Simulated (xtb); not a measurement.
tetrafluoromethane (CF4), SMILES FC(F)(F)F. All values are semi-empirical tight-binding results from xtb (GFN2-xTB unless named), good for trends rather than for accurate numbers. Geometry: GFN2-xTB.

Optimised geometry:

Bonds (Å): F1–C2 1.314, C2–F3 1.314, C2–F4 1.314, C2–F5 1.314. Bond angles (°): F1–C2–F3 109.5, F1–C2–F4 109.5, F1–C2–F5 109.5, F3–C2–F4 109.5, F3–C2–F5 109.5, F4–C2–F5 109.5.

Computed properties:
- point group as xtb finds it = Td
- orbital gap = 18.02 eV
- dipole moment = 0.00 D
- zero-point energy = 9.6 kcal/mol
- G − E(el) at 298.15 K (modified RRHO) = -6.1 kcal/mol
- static polarisability (D4 model) = 22.2 bohr³
- solvation energy, GFN2-xTB/ALPB(water) = 2.3 kcal/mol
- solvation energy, GFN2-xTB/ALPB(benzene) = 0.6 kcal/mol

Problem. Give the IR lines (harmonic; lines under 4 % of the strongest left out, lines within 3 cm⁻¹ merged). (Estimate from the structure and the level; the computed values follow.)

Solution. ν (cm⁻¹): 545 (w), 1147 (vs) (against the strongest line: vs over 80 %, s over 45 %, m over 15 %, w over 4 %, vw less)

Computed atomic charges and the Wiberg bond orders between heavy atoms:
charges (e) F1 -0.16, C2 0.66, F3 -0.16, F4 -0.16, F5 -0.16. Bond orders F1–C2 0.97, C2–F3 0.97, C2–F4 0.97, C2–F5 0.97.
